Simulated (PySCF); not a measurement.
Compound: C3H7OP.
Geometry (GFN2-xTB, Å), atoms numbered from 1 in this order:
```
atom  x, y, z in Å
C1    -1.6402    0.1945   -0.2449
P2    -0.3410    1.4262    0.2448
C3     0.9963    0.2461    0.7688
C4     1.4282   -0.7501   -0.2707
O5     1.5068    0.3531    1.8537
H6    -1.7257   -0.6125    0.4800
H7    -1.4059   -0.2118   -1.2269
H8    -2.5891    0.7225   -0.3120
H9    -0.7913    1.6275    1.5498
H10    2.4038   -1.1605   -0.0198
H11    0.7044   -1.5637   -0.3060
H12    1.4549   -0.2718   -1.2488
```

Method used: TDDFT PBE0/def2-SVPD, vertical, gas phase, core orbitals frozen in the response in PySCF.

Computed states:

```json
{"state": "S1", "E (eV)": "3.90", "f": "0.0087"}
{"state": "S2", "E (eV)": "5.69", "f": "0.055"}
{"state": "S3", "E (eV)": "5.89", "f": "0.0011"}
{"state": "S4", "E (eV)": "6.41", "f": "0.071"}
{"state": "S5", "E (eV)": "6.65", "f": "0.081"}
{"state": "S6", "E (eV)": "7.19", "f": "0.034"}
{"state": "S7", "E (eV)": "7.43", "f": "0.0098"}
{"state": "S8", "E (eV)": "7.51", "f": "0.034"}
```

Broadening: Gaussians 0.5 eV wide at half height, area fixed by f = 4.319×10⁻⁹ ∫ε dν̃. The width is an assumption, not a result. The curve ends short of the highest state used, and states not computed would add to its high-energy end.

(1) Give the broadened spectrum and its maxima.

(2) Does any computed singlet lie in the visible range?

(3) On this curve, what absorbance would a 10⁻⁴ mol/L sample give at 308 nm over a 1 cm path?

(4) Coming from long wavelengths, where does ε first pass 100 L mol⁻¹ cm⁻¹?

Answers

(1) 
```json
{"E (eV)": "3.15", "ε (L mol⁻¹ cm⁻¹)": "1"}
{"E (eV)": "3.22", "ε (L mol⁻¹ cm⁻¹)": "3"}
{"E (eV)": "3.29", "ε (L mol⁻¹ cm⁻¹)": "8"}
{"E (eV)": "3.36", "ε (L mol⁻¹ cm⁻¹)": "18"}
{"E (eV)": "3.42", "ε (L mol⁻¹ cm⁻¹)": "36"}
{"E (eV)": "3.49", "ε (L mol⁻¹ cm⁻¹)": "73"}
{"E (eV)": "3.56", "ε (L mol⁻¹ cm⁻¹)": "130"}
{"E (eV)": "3.63", "ε (L mol⁻¹ cm⁻¹)": "209"}
{"E (eV)": "3.70", "ε (L mol⁻¹ cm⁻¹)": "301"}
{"E (eV)": "3.77", "ε (L mol⁻¹ cm⁻¹)": "389"}
{"E (eV)": "3.83", "ε (L mol⁻¹ cm⁻¹)": "444"}
{"E (eV)": "3.90", "ε (L mol⁻¹ cm⁻¹)": "469"}
{"E (eV)": "3.97", "ε (L mol⁻¹ cm⁻¹)": "444"}
{"E (eV)": "4.04", "ε (L mol⁻¹ cm⁻¹)": "377"}
{"E (eV)": "4.11", "ε (L mol⁻¹ cm⁻¹)": "287"}
{"E (eV)": "4.18", "ε (L mol⁻¹ cm⁻¹)": "196"}
{"E (eV)": "4.24", "ε (L mol⁻¹ cm⁻¹)": "130"}
{"E (eV)": "4.31", "ε (L mol⁻¹ cm⁻¹)": "73"}
{"E (eV)": "4.38", "ε (L mol⁻¹ cm⁻¹)": "36"}
{"E (eV)": "4.45", "ε (L mol⁻¹ cm⁻¹)": "16"}
{"E (eV)": "4.52", "ε (L mol⁻¹ cm⁻¹)": "7"}
{"E (eV)": "4.59", "ε (L mol⁻¹ cm⁻¹)": "2"}
{"E (eV)": "4.66", "ε (L mol⁻¹ cm⁻¹)": "1"}
{"E (eV)": "4.72", "ε (L mol⁻¹ cm⁻¹)": "0"}
{"E (eV)": "4.79", "ε (L mol⁻¹ cm⁻¹)": "0"}
{"E (eV)": "4.86", "ε (L mol⁻¹ cm⁻¹)": "2"}
{"E (eV)": "4.93", "ε (L mol⁻¹ cm⁻¹)": "5"}
{"E (eV)": "5.00", "ε (L mol⁻¹ cm⁻¹)": "16"}
{"E (eV)": "5.07", "ε (L mol⁻¹ cm⁻¹)": "44"}
{"E (eV)": "5.13", "ε (L mol⁻¹ cm⁻¹)": "96"}
{"E (eV)": "5.20", "ε (L mol⁻¹ cm⁻¹)": "216"}
{"E (eV)": "5.27", "ε (L mol⁻¹ cm⁻¹)": "435"}
{"E (eV)": "5.34", "ε (L mol⁻¹ cm⁻¹)": "787"}
{"E (eV)": "5.41", "ε (L mol⁻¹ cm⁻¹)": "1278"}
{"E (eV)": "5.48", "ε (L mol⁻¹ cm⁻¹)": "1862"}
{"E (eV)": "5.55", "ε (L mol⁻¹ cm⁻¹)": "2434"}
{"E (eV)": "5.61", "ε (L mol⁻¹ cm⁻¹)": "2812"}
{"E (eV)": "5.68", "ε (L mol⁻¹ cm⁻¹)": "3015"}
{"E (eV)": "5.75", "ε (L mol⁻¹ cm⁻¹)": "2916"}
{"E (eV)": "5.82", "ε (L mol⁻¹ cm⁻¹)": "2571"}
{"E (eV)": "5.89", "ε (L mol⁻¹ cm⁻¹)": "2124"}
{"E (eV)": "5.96", "ε (L mol⁻¹ cm⁻¹)": "1763"}
{"E (eV)": "6.02", "ε (L mol⁻¹ cm⁻¹)": "1653"}
{"E (eV)": "6.09", "ε (L mol⁻¹ cm⁻¹)": "1858"}
{"E (eV)": "6.16", "ε (L mol⁻¹ cm⁻¹)": "2449"}
{"E (eV)": "6.23", "ε (L mol⁻¹ cm⁻¹)": "3369"}
{"E (eV)": "6.30", "ε (L mol⁻¹ cm⁻¹)": "4474"}
{"E (eV)": "6.37", "ε (L mol⁻¹ cm⁻¹)": "5568"}
{"E (eV)": "6.43", "ε (L mol⁻¹ cm⁻¹)": "6341"}
{"E (eV)": "6.50", "ε (L mol⁻¹ cm⁻¹)": "6895"}
{"E (eV)": "6.57", "ε (L mol⁻¹ cm⁻¹)": "6976"}
{"E (eV)": "6.64", "ε (L mol⁻¹ cm⁻¹)": "6573"}
{"E (eV)": "6.71", "ε (L mol⁻¹ cm⁻¹)": "5783"}
{"E (eV)": "6.78", "ε (L mol⁻¹ cm⁻¹)": "4790"}
{"E (eV)": "6.85", "ε (L mol⁻¹ cm⁻¹)": "3821"}
{"E (eV)": "6.91", "ε (L mol⁻¹ cm⁻¹)": "3161"}
```

Maxima: 318 nm (3.90 eV), ε about 470, made up of S1 (100%); 218 nm (5.69 eV), ε about 3000, made up of S2 (98%); 189 nm (6.55 eV), ε about 7000, made up of S4 (45%) and S5 (55%) (ε in L mol⁻¹ cm⁻¹; maxima over ε = 5, shares over 10%).

(2) No computed singlet lies in the visible range (380 to 750 nm); the lowest, at 318 nm, stands 0.64 eV above its violet end (3.26 eV); a Tamm–Dancoff triplet lies at 384 nm, without intensity as long as spin–orbit coupling is left out.

(3) 308 nm is 4.025 eV, where ε is about 390 L mol⁻¹ cm⁻¹, so A = ε c l ≈ 0.039 (Beer–Lambert, with the gas-phase spectrum and the assumed width).

(4) At about 351 nm (3.53 eV), 0.37 eV below S1.

Hardware: one thread of an Arm Neoverse V1, shared host with 32 logical CPUs at a one-minute load of 19. Cost: 21 s (grids of density and orbitals included), 0.69 GiB resident at most.

One conformer stands for the species.
